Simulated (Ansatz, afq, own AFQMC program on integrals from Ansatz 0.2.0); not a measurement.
Integrals from Ansatz 0.2.0, then the random walk in our own AFQMC program (afq).

```yaml
crystal:
  periodic: [false, false, false]
  atoms:
    - {symbol: Ge, position_ang: [0.000000, 0.000000, 1.689721]}
    - {symbol: B, position_ang: [0.000000, 0.000000, -0.250601]}
    - {symbol: H, position_ang: [0.000000, 0.000000, -1.439120]}
basis:
  gaussian: {orbitals: cc-pVDZ}
magnetization: {spin_polarized: true, initial_magnetization: 2}
correlation: {method: ccsd_t, electrons: outside_noble_gas, hamiltonian_folder: ham}
```

```sh
$ ansatz run in.yaml --threads 1 --pin off --events-out ev --progress --plain --max-ram 1382MiB
```

Options of the walk:

```
--method phaseless --trial hf --walkers 120 --populations 1 --least-time 40 --time-step 0.005 --steps-per-block 20 --equilibration-blocks 112 --max-blocks 600 --target-error 0.00102 --factor-cut 1e-05 --start spin_pure --seed 6699 --taylor-order 6
```

Times are imaginary, in 1/Eh. The walk had a cap of 630 s. Filled inner d shells are frozen with the cores.

```
orbitals 31  electrons 5 3  factors 236 of 506
reference energy -2100.51856336 Eh
CCSD correlation -0.15349449 Eh in 10 cycles, weight of the determinant in the CISD state 0.8902
energy of the start -2100.518800 Eh
 block  time / (1/Eh)  mean weight  energy / Eh
     1     0.100  1.0005  -2100.539998
     2     0.200  1.0003  -2100.564065
     3     0.300  1.0005  -2100.577777
     4     0.400  1.0016  -2100.585283
     5     0.500  1.0009  -2100.598995
    10     1.000  1.0010  -2100.637097
    86     8.600  1.0010  -2100.675405
   171    17.100  1.0018  -2100.679199
   256    25.600  0.9993  -2100.678318
   341    34.100  1.0001  -2100.662584
   358    35.800  1.0003  -2100.654259
   426    42.600  1.0019  -2100.674001
   477    47.700  1.0002  -2100.699967
   511    51.100  1.0002  -2100.664538
   596    59.600  1.0004  -2100.685015
   681    68.100  0.9995  -2100.669912
   698    69.800  0.9986  -2100.667483
blocks merged  error / Eh  count
     1  0.000612  600
     2  0.000827  300
     4  0.001104  150
     8  0.001444  75
    16  0.001684  37
    32  0.002068  18
    64  0.002176  9
energy -2100.676534 +/- 0.002068 Eh
(rows thinned)
```

(1) Estimate how long the walk took on 1 thread of Intel(R) Xeon(R) 6975P-C (Granite Rapids) (shared host).

The run passed its tests (sampling time, drift between the halves within three errors, error under three times the target), which doesn't prove that it has relaxed.

Against this walk (error 56.3 meV) on the same determinant: CCSD(T) 31.3 meV lower (within the noise), CCSDT(Q) 76.7 meV lower (within the noise), a separate phaseless walk with a CISD trial and standard settings 25.2 ± 57.0 meV lower (within the noise). The error is statistical and leaves out the bias of the constraint.

Cautions: constraint bias not in the error; error above the target (56.3 against 27.8 meV); no relativity below Rb; no spin-orbit coupling; inner d shell frozen; lower spins were not checked.

Answers

(1) 110 s of wall time.

CCSDT and higher add their correlation energy to the determinant of the CCSD(T) run, since their own runs factorise the integrals more tightly (a shift of under 2 meV). A walk keeps the symmetry of its determinant, which the program's search chose and which needn't be the lowest solution, so a lower state of the same spin and another symmetry isn't excluded.
